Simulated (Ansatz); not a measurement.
# CH8Si: a trajectory, and a look at its input

A trajectory is wanted. The input is run as typed. The step meant is a four-centre ligand exchange at charge 0 and multiplicity 1, which changes Si1–C7, H2–H6, Si1–H2, H6–C7.

Method: PBE0-D4/def2-SVP; program: Ansatz 0.2.0, Gaussian basis.

## Step 1: The structure

| atom | x (Å) | y (Å) | z (Å) |
| --- | --- | --- | --- |
| Si1 | -0.4200 | -1.4600 | -1.4200 |
| H2 | 0.1150 | -0.1190 | -1.7653 |
| H3 | 0.5420 | -2.5034 | -1.8569 |
| H4 | -0.6184 | -1.5531 | 0.0481 |
| H5 | -1.7189 | -1.6665 | -2.1094 |
| H6 | 0.6975 | 1.7553 | 0.4090 |
| C7 | 0.4203 | 1.4609 | 1.4208 |
| H8 | 0.9653 | 0.5592 | 1.6986 |
| H9 | -0.6505 | 1.2628 | 1.4606 |
| H10 | 0.6678 | 2.2639 | 2.1145 |

## Step 2: The run

run/in.yaml reads:

```yaml
crystal:
  periodic: [false, false, false]
  atoms:
    - {symbol: Si, position_ang: [-0.420008, -1.460016, -1.420002]}
    - {symbol: H, position_ang: [0.114958, -0.119042, -1.765322]}
    - {symbol: H, position_ang: [0.541959, -2.503450, -1.856889]}
    - {symbol: H, position_ang: [-0.618432, -1.553062, 0.048099]}
    - {symbol: H, position_ang: [-1.718907, -1.666516, -2.109373]}
    - {symbol: H, position_ang: [0.697475, 1.755329, 0.409010]}
    - {symbol: C, position_ang: [0.420306, 1.460908, 1.420828]}
    - {symbol: H, position_ang: [0.965338, 0.559201, 1.698640]}
    - {symbol: H, position_ang: [-0.650523, 1.262809, 1.460599]}
    - {symbol: H, position_ang: [0.667834, 2.263940, 2.114511]}
basis:
  gaussian: {orbitals: def2-SVP}
hamiltonian: {xc: pbe0, dispersion: d4}
md: {n_steps: 30, timestep: 1.0, temperature: 300, ensemble: nvt, seed: 206, initial_velocities: maxwell_boltzmann}
```

Run with:

```sh
ansatz run in.yaml --threads 2 --pin off --events-out ev --progress --plain --max-ram 4352MiB
```

Q: Predict the outcome of this session. Wanted: outcome.

As calculated:

| quantity | value |
| --- | --- |
| outcome | refused |
| fault | unknown ensemble |
| steps taken | 0 |

In words: The program refused the input before any work. The ensemble's name is not one that the program knows. The cure: name one that the program lists, such as nve, nvt_langevin or nvt_nose_hoover.
